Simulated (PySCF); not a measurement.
Silicon chloride cation, SiCl (charge +1 and singlet state).
Bonds: Si1–Cl2.

The closed-shell ground state was solved at several levels (PySCF, density fitting, gas phase, non-relativistic). Geometry: PBE0-D3(BJ)/def2-TZVP; no solvent, vibrations or thermal averaging.

```
           level  basis functions  HOMO (eV)  LUMO (eV)  gap (eV)
    KT3/pcSseg-2               86     -15.13     -10.51      4.62
   PBE0/pcSseg-2               86     -16.21      -9.64      6.57
wB97X-D/pcSseg-2               86     -18.07      -7.82     10.25
```

Estimate the row for B97-2/pcSseg-2, a basis of 86 functions; the other rows only guide the guess.

HOMO -15.98 eV, LUMO -9.69 eV, gap 6.29 eV.

Over all these levels, which gives the widest orbital gap and which the narrowest?

wB97X-D/pcSseg-2 (range-separated hybrid) has the widest, 10.25 eV, and KT3/pcSseg-2 (GGA) the narrowest, 4.62 eV. From the narrowest to the widest the HOMO moves by -2.94 eV and the LUMO by +2.69 eV.

In the pcSseg-2 basis, how does the gap go with the fixed share of exact exchange?

KT3 (0 %) 4.62 eV; B97-2 (21 %) 6.29 eV; PBE0 (25 %) 6.57 eV. Each rise in the share widens the gap here.
